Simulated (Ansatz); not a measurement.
Reaction: C2H4ClF (SMILES C[C@@H](F)Cl) → C2H4Cl (SMILES C[CH]Cl, doublet) + F (doublet) (the C-F bond breaks)
Each species at its own B3LYP-D3(BJ)/def2-TZVP minimum (Ansatz, an electronic-structure program).

Wanted: bond dissociation energy (electronic), in kcal/mol. Open shells are spin-unrestricted; no spin-orbit coupling. CBS(X,Y): correlation extrapolated as X^-3, Hartree-Fock from the larger set. A bracket is a step between two methods taken in the basis named. Functionals run without relativity, which enters their misses. Double hybrids freeze cores in their MP2 part. 'core' is core correlation in cc-pwCVTZ (1s frozen past Ne), 'X2C' scalar relativity in cc-pVTZ-DK, both at CCSD(T).

CCSD(T)/CBS(cc-pV(T+d)Z,cc-pV(Q+d)Z) + [CCSDT(Q) - CCSD(T)]/cc-pV(D+d)Z + core + X2C (Ansatz) gives 115.7 kcal/mol.

**Question.** What does PBE/def2-TZVPD (Ansatz) give here, and how do the other levels compare?

**Answer.** PBE gives 116.7 kcal/mol, 1.0 kcal/mol above it. Differences of the others: B3LYP/def2-TZVPD (Ansatz) -5.6; PBE0/def2-TZVPD (Ansatz) -5.0; B2PLYP/def2-TZVPD (Ansatz) -3.5; CCSD(T)/CBS(cc-pV(T+d)Z,cc-pV(Q+d)Z) + core + X2C (Ansatz) -0.1 kcal/mol. Nearer than PBE: CCSD(T)/CBS(cc-pV(T+d)Z,cc-pV(Q+d)Z) + core + X2C.
